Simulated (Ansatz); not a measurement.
C4H6O can be A, `CC#COC`, or B, `C=COC=C`.

Program: Ansatz. Geometries: PBE0-D4/def2-TZVP. ΔE: electronic, gas phase. CBS: MP2 limit from def2 TZ/QZ plus the TZ coupled-cluster correction, frozen cores. Functionals use def2-TZVPP. B3LYP here is the variant with VWN-RPA as its local correlation; programs differ in this. Each species was taken in one conformer, which may not be the lowest.

(1) Which is lower in electronic energy at CCSD(T)/CBS, and by how much? (Estimate.)

(2) Give E(B) − E(A) in kcal/mol with ωB97M-V, PBE0-D4, r2SCAN-D4, HF/def2-TZVPP, B3LYP, PBE-D4, CCSD(T)/def2-TZVPP. (An estimate is asked.)

Largest T1 diagnostic: 0.013.

Answers

(1) Ansatz gave: B, by 21.5 kcal/mol.

(2) Computed: ωB97M-V -21.5, PBE0-D4 -21.2, r2SCAN-D4 -22.8, HF/def2-TZVPP -19.2, B3LYP -20.9, PBE-D4 -22.0, CCSD(T)/def2-TZVPP -21.4. None reverses the order clearly.

The D4 term adds −1.0 kcal/mol with B3LYP and −0.5 kcal/mol with PBE0; it sums over pairs of atoms, weighted by their polarisabilities, and B3LYP, whose exchange is more repulsive, gets the larger term.
